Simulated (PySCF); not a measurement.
**Simulated absorption spectrum**

Compound: C5H12N (charge +1).
SMILES: `CC(C)=[N+](C)C`

Theory: TDDFT B3LYP/def2-SVPD, vertical, gas phase, core orbitals frozen in the response in PySCF 2.14.0, density-fitted response routines. Geometry: PBE0-D3(BJ)/def2-SVP; no solvent, vibrations or thermal averaging.

Broadening: Gaussians 0.5 eV wide at half height, area fixed by f = 4.319×10⁻⁹ ∫ε dν̃. The width is an assumption, not a result. The curve ends short of the highest state used, and states not computed would add to its high-energy end.

```csv
E (eV),ε (L mol⁻¹ cm⁻¹)
6.08,35
6.15,105
6.22,287
6.28,624
6.35,1394
6.42,2793
6.48,4647
6.55,7609
6.62,11176
6.68,14251
6.75,17107
6.82,18419
6.88,17999
6.95,15838
7.02,12502
7.08,9363
7.15,6042
7.22,3501
7.29,1830
7.35,983
7.42,482
7.49,320
7.55,349
7.62,514
7.69,777
7.75,1051
7.82,1402
7.89,1784
7.95,2179
8.02,2821
8.09,3802
8.15,4992
8.22,6746
8.29,8658
8.35,10107
8.42,11176
8.49,11276
8.55,10549
8.62,8955
8.69,6941
8.76,4923
8.82,3425
8.89,2077
8.96,1164
```

(1) Where are the band maxima, and which computed states make them?

(2) Coming from long wavelengths, where does ε first pass 100 L mol⁻¹ cm⁻¹?

(3) Does any computed singlet lie in the visible range?

(4) On this curve, what absorbance would a 10⁻³ mol/L sample give at 193 nm over a 1 cm path?

Answers

(1) 181 nm (6.83 eV), ε about 18000, made up of S1 (100%); 147 nm (8.46 eV), ε about 11000, made up of S6 (80%) and S8 (15%) (ε in L mol⁻¹ cm⁻¹; maxima over ε = 5, shares over 10%). The states used: S1 6.83 eV (f 0.342); S2 7.05 eV (f 0.0001); S3 7.93 eV (f 0.026); S4 8.20 eV (f 0.0035); S5 8.33 eV (f 0.0008); S6 8.44 eV (f 0.169); S7 8.58 eV (f 0.0072); S8 8.59 eV (f 0.037); S9 8.75 eV (f 0.0062); S10 9.56 eV (f 0.0025).

(2) At about 202 nm (6.15 eV), 0.68 eV below S1.

(3) No computed singlet lies in the visible range (380 to 750 nm); the lowest, at 181 nm, stands 3.57 eV above its violet end (3.26 eV).

(4) 193 nm is 6.424 eV, where ε is about 2900 L mol⁻¹ cm⁻¹, so A = ε c l ≈ 2.9 (Beer–Lambert, with the gas-phase spectrum and the assumed width).

All these states lie below the vertical ionisation energy of 15.64 eV (ΔSCF).
